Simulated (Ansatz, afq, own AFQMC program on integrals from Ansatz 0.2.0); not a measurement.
# H₃O (doublet): quantum Monte Carlo beside coupled cluster at distance O1–H3 along a hydrogen transfer = 1.162 Å, cc-pVTZ

How near does AFQMC come to the top of the ladder for H₃O (doublet)?

Method: cc-pVTZ, frozen cores; program: Ansatz 0.2.0, Gaussian basis, and an in-house AFQMC program (afq) on its integrals; all values are calculated.

To be run: PBE (unrestricted); r2SCAN (unrestricted); CCSD(T) on UHF; PBE0 (unrestricted); B3LYP (unrestricted); wB97M-V (unrestricted); B2PLYP (unrestricted); CCSDT(Q) on UHF; CCSD(T) on UHF; CCSD(T) on UHF; Phaseless AFQMC, CISD trial on UHF.

## (1) What is computed

The geometry derives from fragments relaxed apart (PBE0/def2-TZVP) and kept rigid, so it is no stationary point. A hydrogen atom is moved between rigid fragments.

4 atoms, charge 0, spin multiplicity 2.

Atoms are counted from 1 here; the program's logs count them from 0.

Bond lengths: O1–H2 0.960 Å, O1–H3 1.162 Å. Angles: H2–O1–H3 105.1°.

## (2) PBE (unrestricted)

in.yaml reads:

```yaml
crystal:
  periodic: [false, false, false]
  atoms:
    - {symbol: O, position_ang: [-0.163706, -0.049094, 0.000000]}
    - {symbol: H, position_ang: [-0.413016, 0.877481, 0.000000]}
    - {symbol: H, position_ang: [0.998294, -0.049094, 0.000000]}
    - {symbol: H, position_ang: [2.013294, -0.049094, 0.000000]}
basis:
  gaussian: {orbitals: cc-pVTZ}
magnetization: {spin_polarized: true, initial_magnetization: 1}
hamiltonian: {xc: {name: PBE}}
output: {orbitals: {seedname: orbitals}}
```

Command:

```sh
$ ansatz run in.yaml --threads 1 --pin off --events-out ev --progress --plain --max-ram 5632MiB --backend cpu
```

Output:

```text
Functional definition: PBE
  name "PBE"
  cite "Perdew, Burke & Ernzerhof, Phys. Rev. Lett. 77, 3865 (1996) doi:10.1103/PhysRevLett.77.3865"
  parent pbe
  parameter kappa = 0.804
  parameter beta = 0.06672455060314922
  exchange = pbe_x(kappa = kappa, mu = beta*pi^2/3)
  correlation = pbe_c(beta = beta)
347 factors; their error is unknown
mean field evaluation 1: about -2086.4564 eV, gradient 3.9e1 eV
mean field evaluation 2: about -2056.5939 eV, gradient 8.8e1 eV
mean field evaluation 4: about -2091.2346 eV, gradient 6.0e0 eV
mean field evaluation 8: about -2091.4236 eV, gradient 2.1e-1 eV
mean field evaluation 16: about -2091.4237 eV, gradient 1.2e-5 eV
mean field -2091.42371572 eV, -76.8584039349 hartree, gradient 1.2e-5 eV, S^2 0.754914; 3 other end points of the search recorded, 0 dependent functions left out
reference -2091.42374146 eV, -76.8584048808 hartree; 6, 5 occupied and 66, 67 virtual orbitals, 347 factors
Total energy: -2091.42374146 eV, -76.8584048808 hartree
```

It took 1.1 s on 1 thread of AMD EPYC 7R13 (Zen 3), shared host; peak memory 1.8 GiB.

From the report: ⟨S²⟩ of the determinant 0.755 (pure doublet: 0.75).

## (3) r2SCAN (unrestricted)

Changes to in.yaml since step 2:

```diff
@@ -10,3 +10,2 @@
 magnetization: {spin_polarized: true, initial_magnetization: 1}
-hamiltonian: {xc: {name: PBE}}
-output: {orbitals: {seedname: orbitals}}
+hamiltonian: {xc: {name: r2SCAN}}
```

Launched as before.

Output:

```text
Functional definition: r2SCAN
  name "r2SCAN"
  cite "Furness, Kaplan, Ning, Perdew & Sun, J. Phys. Chem. Lett. 11, 8208 (2020) doi:10.1021/acs.jpclett.0c02405"
  cite "Furness, Kaplan, Ning, Perdew & Sun, J. Phys. Chem. Lett. 11, 9248 (2020) doi:10.1021/acs.jpclett.0c03077"
  parent r2scan
  parameter k0 = 0.174
  parameter k1 = 0.065
  parameter a1 = 4.9479
  exchange = r2scan_x(k0 = k0, k1 = k1, a1 = a1)
  correlation = r2scan_c
347 factors; their error is unknown
mean field evaluation 1: about -2088.3215 eV, gradient 3.6e1 eV
mean field evaluation 2: about -2066.9997 eV, gradient 7.5e1 eV
mean field evaluation 4: about -2092.5811 eV, gradient 4.2e0 eV
mean field evaluation 8: about -2092.6587 eV, gradient 2.2e-1 eV
mean field evaluation 16: about -2092.6588 eV, gradient 2.9e-5 eV
mean field -2092.65881860 eV, -76.9037931283 hartree, gradient 2.9e-5 eV, S^2 0.759720; 0 other end points of the search recorded, 0 dependent functions left out
reference -2092.65882706 eV, -76.9037934394 hartree; 6, 5 occupied and 66, 67 virtual orbitals, 347 factors
Total energy: -2092.65882706 eV, -76.9037934394 hartree
```

It took 1.2 s on 1 thread of AMD EPYC 7R13 (Zen 3), shared host; peak memory 1.8 GiB.

From the report: ⟨S²⟩ of the determinant 0.760 (pure doublet: 0.75).

## (4) CCSD(T) on UHF

Changes to in.yaml since step 3:

```diff
@@ -10,2 +10,2 @@
 magnetization: {spin_polarized: true, initial_magnetization: 1}
-hamiltonian: {xc: {name: r2SCAN}}
+correlation: {method: ccsd_t, electrons: outside_noble_gas, hamiltonian_folder: ham}
```

Command:

```sh
$ ansatz run in.yaml --threads 1 --pin off --events-out ev --progress --plain --max-ram 16896MiB --backend cuda --devices 0, --max-vram 18GiB
```

Output, cut to the lines that bear on the results:

```text
Functional definition: HF
  name "HF"
  cite "Fock, Z. Phys. 61, 126 (1930) doi:10.1007/BF01340294"
  parent pbe
[...]
414 factors; integrals over basis functions are off by at most 1.0e-3 eV
[...]
mean field -2082.05927266 eV, -76.5142669996 hartree, gradient 8.1e-6 eV, S^2 0.797587; 4 other end points of the search recorded, 0 dependent functions left out
determinant -2082.05927266 eV, -76.5142669996 hartree, with singles and doubles -2089.75834103 eV, -76.7972025439 hartree
determinant -2080.52243663 eV, -76.4577893174 hartree, with singles and doubles -2087.67399931 eV, -76.7206043985 hartree
1 core orbitals not correlated: weight in the atoms' cores, before any rotation towards them, 1.000 or more for the frozen orbitals, at most 0.000 for the correlated occupied ones
reference -2082.05927266 eV, -76.5142669996 hartree; 5, 4 occupied and 66, 67 virtual orbitals, 414 factors
second order -7.28712818 eV of doubles, -0.00000000 eV of singles
cycle   1  -7.62973816 eV  change   -7.0e-1 eV  update   1.6e-2
[...]
cycle  10  -7.65136095 eV  change    1.9e-6 eV  update   3.3e-6
perturbative correction -0.24041861 eV, -0.0088352210 hartree
Total energy: -2089.95105221 eV, -76.8042845491 hartree
```

It took 2.5 s on 1 × NVIDIA H100 80GB HBM3 with 1 thread of AMD EPYC 7R13 (Zen 3), shared host; peak host memory 1.8 GiB.

From the report: ⟨S²⟩ of the determinant 0.798 (pure doublet: 0.75); correlation -7.8918 eV; T1 0.019; largest double amplitude 0.05.

This run also writes the integrals to the folder ham.

## (5) PBE0 (unrestricted)

Changes to in.yaml since step 4:

```diff
@@ -10,2 +10,3 @@
 magnetization: {spin_polarized: true, initial_magnetization: 1}
-correlation: {method: ccsd_t, electrons: outside_noble_gas, hamiltonian_folder: ham}
+hamiltonian: {xc: {name: PBE0}}
+output: {orbitals: {seedname: orbitals}}
```

Command:

```sh
$ ansatz run in.yaml --threads 1 --pin off --events-out ev --progress --plain --max-ram 5632MiB --backend cpu
```

Output:

```text
Functional definition: PBE0
  name "PBE0"
  cite "Adamo & Barone, J. Chem. Phys. 110, 6158 (1999) doi:10.1063/1.478522"
  cite "Perdew, Burke & Ernzerhof, Phys. Rev. Lett. 77, 3865 (1996) doi:10.1103/PhysRevLett.77.3865"
  parent pbe
  parameter a = 0.25
  parameter kappa = 0.804
  parameter beta = 0.06672455060314922
  exchange = (1 - a)*pbe_x(kappa = kappa, mu = beta*pi^2/3) + a*exact_x
  correlation = pbe_c(beta = beta)
347 factors; their error is unknown
mean field evaluation 1: about -2087.6070 eV, gradient 3.3e1 eV
mean field evaluation 2: about -2079.5877 eV, gradient 5.6e1 eV
mean field evaluation 4: about -2091.3119 eV, gradient 9.0e-1 eV
mean field evaluation 8: about -2091.3145 eV, gradient 1.6e-2 eV
mean field evaluation 16: about -2091.3145 eV, gradient 5.8e-6 eV
mean field -2091.31450739 eV, -76.8543906027 hartree, gradient 5.8e-6 eV, S^2 0.760633; 0 other end points of the search recorded, 0 dependent functions left out
reference -2091.31452699 eV, -76.8543913230 hartree; 6, 5 occupied and 66, 67 virtual orbitals, 347 factors
Total energy: -2091.31452699 eV, -76.8543913230 hartree
```

Run time: 0.61 s. Hardware: 1 thread of AMD EPYC 7R13 (Zen 3), shared host; peak memory 1.8 GiB.

From the report: ⟨S²⟩ of the determinant 0.761 (pure doublet: 0.75).

## (6) B3LYP (unrestricted)

Changes to in.yaml since step 5:

```diff
@@ -10,3 +10,2 @@
 magnetization: {spin_polarized: true, initial_magnetization: 1}
-hamiltonian: {xc: {name: PBE0}}
-output: {orbitals: {seedname: orbitals}}
+hamiltonian: {xc: {name: B3LYP}}
```

Launched as before.

Output, cut to the lines that bear on the results:

```text
Functional definition: B3LYP
  name "B3LYP"
  cite "Stephens, Devlin, Chabalowski & Frisch, J. Phys. Chem. 98, 11623 (1994) doi:10.1021/j100096a001"
  cite "Becke, Phys. Rev. A 38, 3098 (1988) doi:10.1103/PhysRevA.38.3098"
  cite "Lee, Yang & Parr, Phys. Rev. B 37, 785 (1988) doi:10.1103/PhysRevB.37.785"
  cite "Vosko, Wilk & Nusair, Can. J. Phys. 58, 1200 (1980) doi:10.1139/p80-159"
[...]
347 factors; their error is unknown
[...]
mean field -2093.80632169 eV, -76.9459630894 hartree, gradient 9.3e-6 eV, S^2 0.758694; 0 other end points of the search recorded, 0 dependent functions left out
reference -2093.80648256 eV, -76.9459690011 hartree; 6, 5 occupied and 66, 67 virtual orbitals, 347 factors
Total energy: -2093.80648256 eV, -76.9459690011 hartree
```

It took 0.61 s on 1 thread of AMD EPYC 7R13 (Zen 3), shared host; peak memory 1.8 GiB.

From the report: ⟨S²⟩ of the determinant 0.759 (pure doublet: 0.75).

## (7) wB97M-V (unrestricted)

Changes to in.yaml since step 6:

```diff
@@ -10,2 +10,3 @@
 magnetization: {spin_polarized: true, initial_magnetization: 1}
-hamiltonian: {xc: {name: B3LYP}}
+hamiltonian: {xc: {name: wB97M-V}}
+output: {orbitals: {seedname: orbitals}}
```

Same command.

Output, cut to the lines that bear on the results:

```text
Functional definition: wB97M-V
  name "wB97M-V"
  cite "Mardirossian & Head-Gordon, J. Chem. Phys. 144, 214110 (2016) doi:10.1063/1.4952647"
  cite "Becke, J. Chem. Phys. 107, 8554 (1997) doi:10.1063/1.475007"
  cite "Vydrov & Van Voorhis, J. Chem. Phys. 133, 244103 (2010) doi:10.1063/1.3521275"
  # Of w^i u^j: cxij and so on, Table III.
[...]
  gx(w, u) = 1 - cx + cx01*u + cx10*w
  gss(w, u) = css00 + css04*u^4 + css10*w + css20*w^2 + css43*w^4*u^3
  gos(w, u) = cos00 + cos10*w + (cos20 + cos21*u)*w^2 + (cos60 + cos61*u)*w^6
[...]
      + integral(e_c_pw_mod_opposite_spin*gos(b97_w_opposite, b97_u_opposite)) + vv10(b, c)
347 factors; their error is unknown
90 factors; integrals over basis functions are off by at most 2.4e-5 eV
[...]
mean field -2092.42358132 eV, -76.8951483180 hartree, gradient 8.9e-5 eV, S^2 0.758541; 0 other end points of the search recorded, 0 dependent functions left out
reference -2092.42360910 eV, -76.8951493389 hartree; 6, 5 occupied and 66, 67 virtual orbitals, 347 factors
Total energy: -2092.42360910 eV, -76.8951493389 hartree
```

Run time: 1.8 s. Hardware: 1 thread of AMD EPYC 7R13 (Zen 3), shared host; peak memory 1.8 GiB.

From the report: ⟨S²⟩ of the determinant 0.759 (pure doublet: 0.75).

## (8) B2PLYP (unrestricted)

Changes to in.yaml since step 7:

```diff
@@ -10,3 +10,3 @@
 magnetization: {spin_polarized: true, initial_magnetization: 1}
-hamiltonian: {xc: {name: wB97M-V}}
-output: {orbitals: {seedname: orbitals}}
+hamiltonian: {xc: {name: B2PLYP}}
+correlation: {electrons: outside_noble_gas}
```

Launched as before.

Output, cut to the lines that bear on the results:

```text
Functional definition: B2PLYP
  name "B2PLYP"
  cite "Grimme, J. Chem. Phys. 124, 034108 (2006) doi:10.1063/1.2148954"
  cite "Becke, Phys. Rev. A 38, 3098 (1988) doi:10.1103/PhysRevA.38.3098"
  cite "Lee, Yang & Parr, Phys. Rev. B 37, 785 (1988) doi:10.1103/PhysRevB.37.785"
[...]
414 factors; integrals over basis functions are off by at most 1.0e-3 eV
[...]
mean field -2089.70657626 eV, -76.7953002235 hartree, gradient 4.1e-6 eV, S^2 0.770612; 0 other end points of the search recorded, 0 dependent functions left out
1 core orbitals not correlated: weight in the atoms' cores, before any rotation towards them, 1.000 or more for the frozen orbitals, at most 0.000 for the correlated occupied ones
reference -2089.70667851 eV, -76.7953039813 hartree; 5, 4 occupied and 66, 67 virtual orbitals, 414 factors
second order -8.85338072 eV of doubles, -0.00000000 eV of singles
Total energy: -2092.09709131 eV, -76.8831500312 hartree
```

It took 0.82 s on 1 thread of AMD EPYC 7R13 (Zen 3), shared host; peak memory 1.8 GiB.

From the report: ⟨S²⟩ of the determinant 0.771 (pure doublet: 0.75).

## (9) CCSDT(Q) on UHF

Changes to in.yaml since step 8:

```diff
@@ -10,3 +10,2 @@
 magnetization: {spin_polarized: true, initial_magnetization: 1}
-hamiltonian: {xc: {name: B2PLYP}}
-correlation: {electrons: outside_noble_gas}
+correlation: {method: ccsdt_q, electrons: outside_noble_gas}
```

Command:

```sh
$ ansatz run in.yaml --threads 1 --pin off --events-out ev --progress --plain --max-ram 16896MiB --backend cuda --devices 0, --max-vram 18GiB
```

Output, cut to the lines that bear on the results:

```text
Functional definition: HF
  name "HF"
  cite "Fock, Z. Phys. 61, 126 (1930) doi:10.1007/BF01340294"
  parent pbe
[...]
878 factors; integrals over basis functions are off by at most 2.3e-7 eV
[...]
mean field -2082.05927900 eV, -76.5142672329 hartree, gradient 7.5e-6 eV, S^2 0.797587; 4 other end points of the search recorded, 0 dependent functions left out
determinant -2082.05927900 eV, -76.5142672329 hartree, with singles and doubles -2089.75836765 eV, -76.7972035221 hartree
determinant -2080.52243936 eV, -76.4577894177 hartree, with singles and doubles -2087.67402226 eV, -76.7206052417 hartree
1 core orbitals not correlated: weight in the atoms' cores, before any rotation towards them, 1.000 or more for the frozen orbitals, at most 0.000 for the correlated occupied ones
reference -2082.05927900 eV, -76.5142672329 hartree; 5, 4 occupied and 66, 67 virtual orbitals, 878 factors
second order -7.28715056 eV of doubles, -0.00000000 eV of singles
cycle   1  -7.36786443 eV  change   -8.1e-2 eV  update   6.8e-2
[...]
cycle  17  -7.89982305 eV  change   -4.3e-7 eV  update   5.2e-7
perturbative correction -0.01385592 eV, -0.0005091955 hartree
Total energy: -2089.97295797 eV, -76.8050895708 hartree
```

It took 4.6 s on 1 × NVIDIA H100 80GB HBM3 with 1 thread of AMD EPYC 7R13 (Zen 3), shared host; peak host memory 1.8 GiB.

From the report: ⟨S²⟩ of the determinant 0.798 (pure doublet: 0.75); correlation -7.9137 eV; T1 0.019; largest double amplitude 0.05.

## (10) CCSD(T) on UHF

Changes to in.yaml since step 9:

```diff
@@ -8,4 +8,4 @@
 basis:
-  gaussian: {orbitals: cc-pVTZ}
+  gaussian: {orbitals: def2-TZVPP}
 magnetization: {spin_polarized: true, initial_magnetization: 1}
-correlation: {method: ccsdt_q, electrons: outside_noble_gas}
+correlation: {method: ccsd_t, electrons: outside_noble_gas}
```

Same command.

Output, cut to the lines that bear on the results:

```text
Functional definition: HF
  name "HF"
  cite "Fock, Z. Phys. 61, 126 (1930) doi:10.1007/BF01340294"
  parent pbe
[...]
434 factors; integrals over basis functions are off by at most 1.0e-3 eV
[...]
mean field -2082.19391756 eV, -76.5192151086 hartree, gradient 7.7e-6 eV, S^2 0.797271; 4 other end points of the search recorded, 0 dependent functions left out
determinant -2082.19391756 eV, -76.5192151086 hartree, with singles and doubles -2089.88369129 eV, -76.8018090809 hartree
determinant -2080.62662165 eV, -76.4616180462 hartree, with singles and doubles -2087.74476367 eV, -76.7232049407 hartree
1 core orbitals not correlated: weight in the atoms' cores, before any rotation towards them, 1.000 or more for the frozen orbitals, at most 0.000 for the correlated occupied ones
reference -2082.19391756 eV, -76.5192151086 hartree; 5, 4 occupied and 67, 68 virtual orbitals, 434 factors
second order -7.28021191 eV of doubles, -0.00000000 eV of singles
cycle   1  -7.62362714 eV  change   -6.8e-1 eV  update   1.6e-2
[...]
cycle   9  -7.64324897 eV  change    8.2e-6 eV  update   4.6e-6
perturbative correction -0.24080536 eV, -0.0088494337 hartree
Total energy: -2090.07797189 eV, -76.8089487613 hartree
```

Run time: 2.1 s. Hardware: 1 × NVIDIA H100 80GB HBM3 with 1 thread of AMD EPYC 7R13 (Zen 3), shared host; peak host memory 1.8 GiB.

From the report: ⟨S²⟩ of the determinant 0.797 (pure doublet: 0.75); correlation -7.8841 eV; T1 0.020; largest double amplitude 0.05.

## (11) CCSD(T) on UHF

Changes to in.yaml since step 10:

```diff
@@ -8,3 +8,3 @@
 basis:
-  gaussian: {orbitals: def2-TZVPP}
+  gaussian: {orbitals: "def2-QZVPP.json"}
 magnetization: {spin_polarized: true, initial_magnetization: 1}
```

Same command.

Output, cut to the lines that bear on the results:

```text
Functional definition: HF
  name "HF"
  cite "Fock, Z. Phys. 61, 126 (1930) doi:10.1007/BF01340294"
  parent pbe
[...]
893 factors; integrals over basis functions are off by at most 1.7e-3 eV
[...]
mean field -2082.31206477 eV, -76.5235569384 hartree, gradient 3.0e-6 eV, S^2 0.797298; 4 other end points of the search recorded, 0 dependent functions left out
determinant -2082.31206477 eV, -76.5235569384 hartree, with singles and doubles -2090.58551347 eV, -76.8276005704 hartree
determinant -2080.73506700 eV, -76.4656033394 hartree, with singles and doubles -2088.40196394 eV, -76.7473566050 hartree
1 core orbitals not correlated: weight in the atoms' cores, before any rotation towards them, 1.000 or more for the frozen orbitals, at most 0.000 for the correlated occupied ones
reference -2082.31206477 eV, -76.5235569384 hartree; 5, 4 occupied and 141, 142 virtual orbitals, 893 factors
second order -7.86846909 eV of doubles, -0.00000000 eV of singles
cycle   1  -8.12170610 eV  change   -7.9e-1 eV  update   1.9e-2
[...]
cycle  10  -8.15144055 eV  change    6.1e-6 eV  update   6.6e-6
perturbative correction -0.28464531 eV, -0.0104605222 hartree
Total energy: -2090.74815062 eV, -76.8335773755 hartree
```

Wall time 3 s (1 × NVIDIA H100 80GB HBM3 with 1 thread of AMD EPYC 7R13 (Zen 3), shared host); peak host memory 1.8 GiB.

From the report: ⟨S²⟩ of the determinant 0.797 (pure doublet: 0.75); correlation -8.4361 eV; T1 0.021; largest double amplitude 0.05.

## (12) Phaseless AFQMC, CISD trial on UHF

It reads the integrals that the CCSD(T) run on this determinant wrote.

Command:

```sh
$ afq ham --method phaseless --trial cisd --walkers 3100 --populations 20 --least-time 60 --time-step 0.005 --steps-per-block 50 --equilibration-blocks 28 --max-blocks 4000 --target-error 0.00018 --factor-cut 1e-05 --start spin_pure --seed 3453 --release-times 0.24,0.51,0.99,1.62,2.4 --release-step 0.03 --release-every 3 --taylor-order 6
```

Output:

```text
orbitals 71  electrons 5 4  factors 414 of 414
reference energy -76.51426700 Eh
CCSD correlation -0.28118236 Eh in 12 cycles, weight of the determinant in the CISD state 0.9191
energy of the start -76.793218 Eh
 block  time / (1/Eh)  mean weight  energy / Eh
     1     0.250  0.9995  -76.795320
     2     0.500  0.9998  -76.799334
     3     0.750  0.9997  -76.801462
     4     1.000  0.9998  -76.802751
     5     1.250  1.0001  -76.803105
     6     1.500  0.9999  -76.803913
     7     1.750  1.0000  -76.804398
     8     2.000  0.9995  -76.804943
     9     2.250  0.9999  -76.804588
    10     2.500  1.0000  -76.804368
    13     3.250  0.9997  -76.804192
    19     4.750  0.9998  -76.803507
    25     6.250  0.9998  -76.803965
    31     7.750  1.0010  -76.805443
    37     9.250  1.0003  -76.804905
    43    10.750  1.0005  -76.804478
    49    12.250  1.0002  -76.804466
    55    13.750  0.9998  -76.804200
    61    15.250  1.0005  -76.805119
    67    16.750  1.0002  -76.805173
    73    18.250  1.0005  -76.804509
    79    19.750  1.0002  -76.804844
    85    21.250  1.0002  -76.805398
    91    22.750  1.0006  -76.802864
    97    24.250  1.0001  -76.804792
   103    25.750  1.0000  -76.804317
   109    27.250  0.9997  -76.804692
   115    28.750  1.0002  -76.805410
   121    30.250  1.0007  -76.803167
   127    31.750  1.0000  -76.804753
   133    33.250  0.9997  -76.804049
   139    34.750  1.0001  -76.804498
   145    36.250  0.9999  -76.805463
   151    37.750  1.0004  -76.803718
   157    39.250  0.9995  -76.804129
   163    40.750  0.9998  -76.806743
   169    42.250  1.0006  -76.803994
   175    43.750  0.9996  -76.804868
   181    45.250  1.0006  -76.804340
   187    46.750  0.9998  -76.804803
   193    48.250  1.0003  -76.804082
   199    49.750  1.0004  -76.804646
   205    51.250  0.9996  -76.803777
   211    52.750  0.9999  -76.805935
   217    54.250  1.0005  -76.805335
   223    55.750  0.9995  -76.805114
   229    57.250  0.9993  -76.802438
   235    58.750  1.0004  -76.805020
   241    60.250  1.0000  -76.803984
   247    61.750  1.0004  -76.804386
   253    63.250  0.9999  -76.803064
   259    64.750  0.9996  -76.803439
   265    66.250  1.0005  -76.804663
   271    67.750  1.0000  -76.803904
   277    69.250  1.0000  -76.804876
error from the spread of 20 populations
released: time / (1/Eh)  energy / Eh  error  mean overlap
  0.24  -76.803707  0.001085  0.9961
  0.51  -76.804862  0.000046  0.9929
  0.99  -76.805093  0.000068  0.9842
  1.62  -76.805278  0.000267  0.9767
  2.40  -76.805535  0.000261  0.9616
energy -76.804502 +/- 0.000070 Eh
```

It took 3.5 min on 1 × NVIDIA H100 80GB HBM3 with 2 threads of AMD EPYC 7R13 (Zen 3), shared host; peak host memory 1.8 GiB.

Energy -2089.9570 ± 0.0019 eV. Caveats: constraint bias not in the error.

## (13) AFQMC on the ladder

On the UHF determinant, counted from CCSDT(Q) (a yardstick, not exact):

```
                                                level  energy (eV)  from CCSDT(Q) (kJ/mol)  statistical error (kJ/mol)     time
                                                   HF   -2082.0593                  +763.6                                     
                                                  MP2   -2089.3464                   +60.5                                     
                                                 CCSD   -2089.7106                   +25.3                                     
                                              CCSD(T)   -2089.9511                    +2.1                                     
                                             CCSDT(Q)   -2089.9730                     0.0                                     
Phaseless AFQMC, CISD trial, step 0.005, 3100 walkers   -2089.9570                    +1.5                         0.2  3.5 min
```

The functionals' totals stand on their own zeros and serve differences with other points: PBE -2091.424 eV; r2SCAN -2092.659 eV; PBE0 -2091.315 eV; B3LYP -2093.806 eV; wB97M-V -2092.424 eV; B2PLYP -2092.097 eV.

## (14) Outcome

```
                                        quantity              value
                    CCSD(T) on UHF from CCSDT(Q)        +2.1 kJ/mol
Phaseless AFQMC, CISD trial on UHF from CCSDT(Q)  +1.5 ± 0.2 kJ/mol
```

On UHF the phaseless walk with the CISD trial lies +1.5 kJ/mol from CCSDT(Q), 8 times its error bar. Error bars are statistical and leave out the constraint, the time step and what remains of the start.
